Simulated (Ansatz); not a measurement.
A run of Ansatz (development build ahead of 0.2.0) on singlet C3H5(+) at this shape:

```csv
atom,x (Å),y (Å),z (Å)
C,0.0349,-0.0051,-0.4573
C,0.0473,1.1773,0.2010
C,0.0473,-1.1769,0.2014
H,-0.0132,0.0381,-1.6170
H,0.0310,2.1855,-0.3323
H,0.0324,1.1994,1.3465
H,-0.0432,-2.1676,-0.2793
H,0.0366,-1.2262,1.2831
```

Its results:

| Item | Value |
| --- | --- |
| Converged | yes |
| Total energy | -116.84382 hartree |
| Spin squared of the determinant | 0.000 |
| Stability test | minimum among restricted orbitals |

Forces (eV/Å):
```json
{"atom": "C1", "Fx": "-0.006", "Fy": "0.594", "Fz": "-3.951"}
{"atom": "C2", "Fx": "-0.158", "Fy": "2.183", "Fz": "1.913"}
{"atom": "C3", "Fx": "-0.622", "Fy": "-1.890", "Fz": "0.685"}
{"atom": "H4", "Fx": "0.167", "Fy": "-0.307", "Fz": "2.091"}
{"atom": "H5", "Fx": "0.029", "Fy": "-1.471", "Fz": "0.728"}
{"atom": "H6", "Fx": "0.131", "Fy": "0.059", "Fz": "-1.673"}
{"atom": "H7", "Fx": "0.252", "Fy": "0.641", "Fz": "-0.044"}
{"atom": "H8", "Fx": "0.206", "Fy": "0.192", "Fz": "0.250"}
```

**Question.** Which input gives this output? Name the method, the orbitals and the basis set, and write the input.

**Answer.** PBE0 (restricted) in def2-TZVP. An unrestricted run that stays on the closed shell gives the same numbers.

```yaml
crystal:
  periodic: [false, false, false]
  atoms:
    - { symbol: C, position_ang: [0.03489, -0.0051, -0.45732] }
    - { symbol: C, position_ang: [0.04734, 1.1773, 0.201] }
    - { symbol: C, position_ang: [0.04732, -1.1769, 0.20139] }
    - { symbol: H, position_ang: [-0.0132, 0.03807, -1.61698] }
    - { symbol: H, position_ang: [0.03097, 2.1855, -0.33227] }
    - { symbol: H, position_ang: [0.03237, 1.19941, 1.34649] }
    - { symbol: H, position_ang: [-0.04322, -2.16758, -0.27929] }
    - { symbol: H, position_ang: [0.0366, -1.22623, 1.28307] }
basis:
  gaussian: { orbitals: def2-TZVP }
total_charge: 1
hamiltonian:
  xc: pbe0
output:
  forces: true
```
